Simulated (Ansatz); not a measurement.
# FSi2: the cost of one run

Computed with Ansatz 0.2.0, Gaussian basis. Level: def2-QZVPP, all electrons in the functionals, frozen cores in the correlation of double hybrids and RPA.

Plan: PBE, BLYP, r2SCAN, B97M-V, PBE0, B3LYP, wB97M-V, B2PLYP, at charge 0, doublet; charge 0, quartet; charge 1, singlet; charge 1, triplet.

2 further runs of the same task are left out: 2 set aside as unsound or not needed. Runs told in other sessions of the task aren't counted.

### Step 1. The geometry

The geometry is a PBE0/def2-TZVP stationary point (not a proven minimum).

3 atoms, charge 0, spin multiplicity 2.

Atoms are counted from 1 here; the program's logs count them from 0.

Bond lengths: F1–Si2 1.592 Å, Si2–Si3 2.130 Å. Angles: F1–Si2–Si3 180.0°.

No dispersion term is added; B97M-V, wB97M-V hold VV10 nonlocal correlation. B3LYP takes the VWN-RPA correlation.

The geometry shown and the zero of energy belong to the point charge 0, doublet. The yardstick, UCCSD(T), and other wave-function levels (R restricted, U unrestricted, valence and pair active spaces) come from earlier runs.

### Step 2. PBE, charge 0, doublet

in.yaml

```yaml
crystal:
  periodic: [false, false, false]
  atoms:
    - {symbol: F, position_ang: [0.000000, 0.000000, -1.771600]}
    - {symbol: Si, position_ang: [0.000000, 0.000000, -0.179400]}
    - {symbol: Si, position_ang: [0.000000, 0.000000, 1.951000]}
basis:
  gaussian: {orbitals: "def2-QZVPP.json"}
magnetization: {spin_polarized: true, initial_magnetization: 1}
hamiltonian: {xc: {name: PBE}}
output: {orbitals: {seedname: orbitals}}
```

Run with:

```sh
$ ansatz run in.yaml --threads 1 --pin off --events-out ev --progress --plain --max-ram 2393MiB
```

**Question.** How long does this run take on 1 thread of Arm Neoverse V1, shared host, and how much memory does it need?

About 11 s, with a peak of 0.44 GiB.
